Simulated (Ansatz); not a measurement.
Results of r²SCAN+rVV10 (plane waves, PAW; Ansatz, a program for electronic structure) for graphite.

Numerical settings: plane-wave cutoff 600 eV, 18×18×6 k mesh (along the axes of the cell as run), Fermi–Dirac smearing 0.1 eV, finite displacements, scalar-relativistic PAW data made under PBE.

Computed at the level's own relaxed cell.

Harmonic phonon frequencies (cm⁻¹; i marks an imaginary mode):

```
q point                                            frequencies
-------  -----------------------------------------------------
Γ                  0 0 0 44 44 135 881 886 1591 1591 1595 1595
M        487 499 638 638 642 645 1364 1365 1367 1370 1417 1418
A                30 30 30 30 96 96 884 884 1593 1593 1593 1593
```

No imaginary mode appears at these points.
